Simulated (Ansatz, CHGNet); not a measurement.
Elastic constant C66 (GPa) of solids drawn from the class of oxides, at two levels: the machine-learned potential CHGNet-r²SCAN (trained on r²SCAN data), and PBE (PAW; Ansatz, an electronic-structure program).

| solid | CHGNet-r²SCAN | PBE |
|---|---|---|
| rutile SnO₂ | 98.1 | 177 |
| corundum Ga₂O₃ (metastable phase) | 63.2 | ? |
| rutile TiO₂ | 125 | 211 |
| A-type hexagonal La₂O₃ | 19.7 | 39.3 |
| corundum (α-Al2O3) | 124 | 150 |
| anatase TiO₂ (metastable phase) | 34.2 | 59.5 |

Problem. Estimate the withheld PBE value from the other rows.

Solution. One way: carry over the typical ratio. The ratios PBE / CHGNet-r²SCAN of the other rows, in order: 1.210, 1.688, 1.740, 1.804, 1.995; median 1.740. Corundum Ga₂O₃ (metastable phase): 63.2 × 1.740 = 110 GPa; the run gives 95.5 GPa. The ratios spread from 1.210 to 1.995, so such an estimate is rough.

Of 6 rows, PBE is the larger in 6 and the smaller in 0.

Ansatz's runs of these crystals have no spin polarisation.

Spin–orbit coupling is left out, also for the solids with elements from indium on (rutile SnO2, A-type hexagonal La2O3); its size isn't shown.

Each level is taken at its own relaxed cell. Ansatz's density-functional and Hartree–Fock values are scalar-relativistic unless marked +SOC, with PAW data made under PBE.
